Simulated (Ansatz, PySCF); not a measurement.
Potential energy curve for FLi, singlet.

RKS-PBE = restricted PBE/cc-pVDZ in Ansatz (an electronic-structure program); UKS-M06-2X/6-31G* = unrestricted M06-2X/6-31G*, spherical d run with PySCF; UKS-PBE0 = unrestricted PBE0/cc-pVDZ (Ansatz); FCI = full CI/cc-pVDZ, frozen core (Ansatz).

Energies relative to the lowest point of each curve between 1.34 and 1.94 Å, where full CI is lowest, in kJ/mol:

| R / Å | RKS-PBE | UKS-M06-2X/6-31G* | UKS-PBE0 |
|---|---|---|---|
| 1.34 | 80.1 | 65.7 | 77.4 |
| 1.44 | 22.7 | 14.1 | 20.8 |
| 1.77 | 20.8 | 31.2 | 23.1 |
| 1.80 | 26.9 | 38.6 | 29.6 |
| 1.86 | 40.2 | 54.4 | 43.7 |
| 2.02 | 80.5 | 100.1 | 86.1 |
| 2.31 | 157.8 | 184.9 | 166.9 |
| 2.48 | 201.2 | 232.5 | 212.4 |
| 2.69 | 250.8 | 287.4 | 264.9 |
| 2.96 | 307.0 | 350.2 | 325.3 |
| 3.28 | 361.7 | 412.4 | 380.7 |
| 4.06 | 447.7 | 489.7 | 448.5 |

Task: What does FCI give at the same points?

Result: 1.34: 87.9; 1.44: 26.2; 1.77: 20.0; 1.80: 26.1; 1.86: 39.7; 2.02: 81.2; 2.31: 162.6; 2.48: 209.4; 2.69: 264.3; 2.96: 329.0; 3.28: 394.9; 4.06: 492.0 (kJ/mol).

The scan ran from 1.34 to 6.28 Å; beyond the distances shown full CI changes its symmetry label. The restricted form behind RKS-PBE keeps the bonding electrons paired and can't separate into open-shell fragments. The unrestricted determinant behind UKS-M06-2X/6-31G* is spin-contaminated at 3.64 to 5.31 Å (<S²> up to 0.7, against 0.00 for a pure singlet). The unrestricted determinant behind UKS-PBE0 is spin-contaminated at 3.28 to 5.31 Å (<S²> up to 0.7, against 0.00 for a pure singlet).
